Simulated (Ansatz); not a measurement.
C3H5N, SMILES NC1=CC1, vertical spin-state energies

Computed with Ansatz 0.2.0, Python API.

Notebook, run cell by cell (the value of a cell's last expression is shown):

In [1]:
```python
import ansatz as az

geometry_ang = [
    ('N', (-0.3352, 1.2043, -0.811)),
    ('C', (0.0754, 0.1529, -0.2542)),
    ('C', (0.9254, -0.736, 0.046)),
    ('C', (-0.2974, -0.8792, 0.6024)),
    ('H', (0.3394, 1.8941, -1.1351)),
    ('H', (-1.146, 1.7108, -0.3227)),
    ('H', (1.9735, -1.1139, 0.0025)),
    ('H', (-0.4583, -0.641, 1.6447)),
    ('H', (-0.9884, -1.6383, 0.2104)),
]
system = az.Crystal.molecule()
for symbol, xyz in geometry_ang:
    system = system.atom(symbol, xyz)
```

In [2]:
```python
base = (
    system.calculation()
    .basis(gaussian='aug-cc-pVDZ')
    .functional('b3lyp')
)
found = {}
for unpaired in [0, 2]:
    data = base.spin('collinear', total=unpaired).run(threads=1).report
    s = unpaired / 2
    found[unpaired] = data['free_energy_ev']
    print(f'2S+1 = {unpaired + 1}: E = {found[unpaired]:.5f} eV, <S^2> = {abs(data["mean_field"]["state"]["spin_squared"]):.3f} (pure state {s * (s + 1):.2f})')
lowest = min(found, key=found.get)
for unpaired, e in found.items():
    print(f'multiplicity {unpaired + 1}: {96.485332 * (e - found[lowest]):.1f} kJ/mol above the lowest')
```
```text
2S+1 = 1: E = -4679.39624 eV, <S^2> = 0.000 (pure state 0.00)
2S+1 = 3: E = -4675.48230 eV, <S^2> = 2.005 (pure state 2.00)
multiplicity 1: 0.0 kJ/mol above the lowest
multiplicity 3: 377.6 kJ/mol above the lowest
```

In order: multiplicity 1 (+0.00 eV) and multiplicity 3 (+3.91 eV), all at the one geometry.

Reading the output:
- Total energies depend on the basis set; only differences at equal settings carry meaning.
- The geometry is a force-field or estimated start, not a minimum of this method, and the basis set is short of its limit. All parts are taken at fixed geometry, without zero-point energy.
- b3lyp holds the VWN-RPA fit, as in Gaussian; the form of ORCA and Turbomole is b3lyp5.
- Run time: 24 s on 1 thread of Arm Neoverse V2, on a shared host, peak memory 0.45 GiB.

(Lines on the test bed's own set-up are left out of the output.)
